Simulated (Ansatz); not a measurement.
For bcc Fe, PBE-D3(BJ) (Ansatz, a first-principles code, PAW) gives:

* **lattice parameter a**: 2.807 Å
* **bulk modulus B0**: 212 GPa
* **magnetic moment**: 2.13 μB

What does PBE0 (Ansatz, PAW) give for the same quantities?


- lattice constant a: 2.910 Å (increases by 3.7 %)
- bulk modulus: 170 GPa (drops by 20 %)
- magnetic moment: 2.87 μB (goes up by 0.74 μB)

For comparison: lattice constant a 2.853 Å (measured, static lattice: zero-point anharmonic expansion removed; as tabulated in Mejia-Rodriguez and Trickey (2018), arXiv:1807.09216); bulk modulus 174 GPa (measured, corrected for temperature and zero-point phonon effects, sources range from 170 to 175; as tabulated in Levämäki et al. (2014), arXiv:1402.3671).

Changes are worked out from the printed values.

Unless a cell is named, each level is at its own relaxed cell (PBE-D3(BJ) 11.05, PBE0 12.32 Å³/atom).

Spin-polarised runs: PBE-D3(BJ) (parallel moments), PBE0 (parallel moments).

Ansatz's density-functional and Hartree–Fock values are scalar-relativistic unless marked +SOC, with PAW data made under PBE.
